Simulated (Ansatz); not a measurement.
Energy needed to pull apart AlSiH$_{5}$O (SMILES [OH][AlH][SiH3]), singlet, into free ground-state atoms, from the structure below (displaced at random from a GFN2-xTB minimum); no zero-point or spin–orbit terms; open-shell atoms are treated unrestricted, in their ground-state multiplicity.

| atom | x (Å) | y (Å) | z (Å) |
| --- | --- | --- | --- |
| O1 | -1.7999 | 0.7131 | -1.0383 |
| Al2 | -0.2779 | 0.9350 | -0.4615 |
| Si3 | 0.9031 | -0.8188 | 0.6752 |
| H4 | -2.6853 | 0.6254 | -1.3626 |
| H5 | 0.2867 | 2.3605 | -0.7367 |
| H6 | 1.5054 | -0.4778 | 2.0057 |
| H7 | 2.0211 | -1.4509 | -0.0420 |
| H8 | -0.0038 | -1.9452 | 0.9318 |

Ansatz 0.2.0; basis: def2-TZVPP; cores frozen in the correlated methods.

| method | atomization energy (eV) |
| --- | --- |
| PBE-D4 | 24.54 |
| r2SCAN-D4 | 24.81 |
| PBE0-D4 | ? |
| BHLYP-D4 | ? |
| wB97X-V | 24.96 |
| wB97M-V | 24.81 |
| HF | 18.37 |
| MP2 | 24.28 |
| CCSD | 23.98 |
| CCSD(T) | 24.23 |

What does BHLYP-D4 give? (Judge from chemistry; the value comes from the calculation.)

Computed: 24.26 eV, which is about 0.03 eV more than CCSD(T)/def2-TZVPP.

What does PBE0-D4 give? (Judge from chemistry; the value comes from the calculation.)

Computed: 24.32 eV, which is about 0.09 eV more than CCSD(T)/def2-TZVPP.

In triple zeta the MP2 and coupled-cluster atomization energies are still short of their basis limit by a few kcal/mol a bond, whereas those of the functionals are nearly converged, so these differences are not deviations from converged CCSD(T).

No T1 diagnostic of these runs exceeds 0.014.

For scale, one of the runs: CCSD(T)/def2-TZVPP forces, 185 basis functions (an equivalent command: `ansatz run in.yaml --threads 4`). The run took 78 s on 4 CPU threads (shared host), with 3.4 GiB of host memory at its peak.
